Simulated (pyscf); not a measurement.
Single points on ωB97X-D3(BJ)/def2-SVP structures (PySCF, gas phase).

Problem. For the elementary gas-phase step H₂N–GeH₂• (SMILES [NH2][GeH2]) + H₂ (SMILES [H][H]) → GeH₃• (SMILES [GeH3]) + NH₃ (SMILES N) (doublet surface; Ge–N, H–H broken, Ge–H, H–N formed), what barrier and reaction energy does ωB97M-D3(BJ)/def2-TZVP give, measured from the separated reactants?

Solution. ΔE‡ = 1.57 eV, ΔE = -0.13 eV. Zero-point energy shifts the barrier by +0.09 eV. It is a four-centre exchange, with an imaginary mode of 1595i cm⁻¹. One saddle was located; it need not be the lowest between these sides. Elements up to Kr have no core potential and no relativistic terms here.
